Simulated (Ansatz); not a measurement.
The input, for Ansatz 0.2.0:

```yaml
crystal:
  periodic: [false, false, false]
  atoms:
    - {symbol: Al, position_ang: [0.000000, 0.000000, 0.000000]}
    - {symbol: S, position_ang: [0.000000, 0.000000, 1.832000]}
basis:
  gaussian: {orbitals: 6-31G}
magnetization: {spin_polarized: false, initial_magnetization: 1}
correlation: {method: sc_nevpt2, electrons: outside_noble_gas, active_space: {window: {electrons: 3, orbitals: 3}}}
```

```sh
$ ansatz run in.yaml --threads 1 --pin off --events-out ev --progress --plain --max-ram 2393MiB
```

Output:

```
281 factors; integrals over basis functions are off by at most 1.0e-4 eV
mean field evaluation 1: about -17395.5719 eV, gradient 1.7e1 eV
mean field evaluation 2: about -17395.5779 eV, gradient 1.7e1 eV
mean field evaluation 4: about -17397.2926 eV, gradient 1.7e0 eV
mean field evaluation 8: about -17397.4109 eV, gradient 1.6e-3 eV
mean field evaluation 16: about -17395.9633 eV, gradient 1.7e-4 eV
mean field evaluation 32: about -17395.9639 eV, gradient 1.4e-1 eV
mean field -17397.41087785 eV, -639.3430573724 hartree, gradient 7.1e-6 eV, S^2 0.750000; 5 other end points of the search recorded, 0 dependent functions left out
reference -17397.41087785 eV, -639.3430573724 hartree; 15, 14 occupied and 11, 12 virtual orbitals, 281 factors
state -17397.67502418 eV, -639.3527645711 hartree
state -17397.67502418 eV, -639.3527645711 hartree; corrected -17399.62510126 eV, -639.4244285817 hartree
Total energy: -17399.62510126 eV, -639.4244285817 hartree
```

Natural occupations: 1.9682 1.0035 0.0283.

For the same geometry and basis full CI lies 383.7 meV lower.

Ran on 1 thread of INTEL XEON PLATINUM 8581C, shared host: 0.66 s wall, 0.17 GiB peak host memory.
